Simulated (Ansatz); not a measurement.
```yaml
crystal:
  periodic: [false, false, false]
  atoms:
    - {symbol: C, position_ang: [-0.173593, -0.628566, 1.896175]}
    - {symbol: C, position_ang: [-0.138574, -0.090138, 0.508343]}
    - {symbol: C, position_ang: [0.729212, -0.402146, -0.497871]}
    - {symbol: C, position_ang: [0.474045, 0.302426, -1.701660]}
    - {symbol: C, position_ang: [-0.589283, 1.145166, -1.595212]}
    - {symbol: S, position_ang: [-1.275527, 1.078461, -0.032464]}
    - {symbol: H, position_ang: [0.632624, -1.351265, 2.030022]}
    - {symbol: H, position_ang: [-1.117863, -1.135005, 2.112663]}
    - {symbol: H, position_ang: [-0.044953, 0.160002, 2.642196]}
    - {symbol: H, position_ang: [1.530475, -1.120267, -0.374924]}
    - {symbol: H, position_ang: [1.055666, 0.187574, -2.606800]}
    - {symbol: H, position_ang: [-1.005230, 1.798757, -2.346467]}
basis:
  gaussian: {orbitals: cc-pVTZ-PP}
hamiltonian: {xc: {name: PBEsol}}
output: {forces: true}
```

```sh
$ ansatz run in.yaml --threads 4 --pin off --events-out ev --progress --plain --max-ram 10444MiB
```

It prints (some lines left out):

```
Functional definition: PBEsol
Error: <dir> the basis set cc-pVTZ-PP has no functions for C
```

Q: Something in this input is off. What?

A: The basis set is misnamed or doesn't suit the job. The program refused the input.
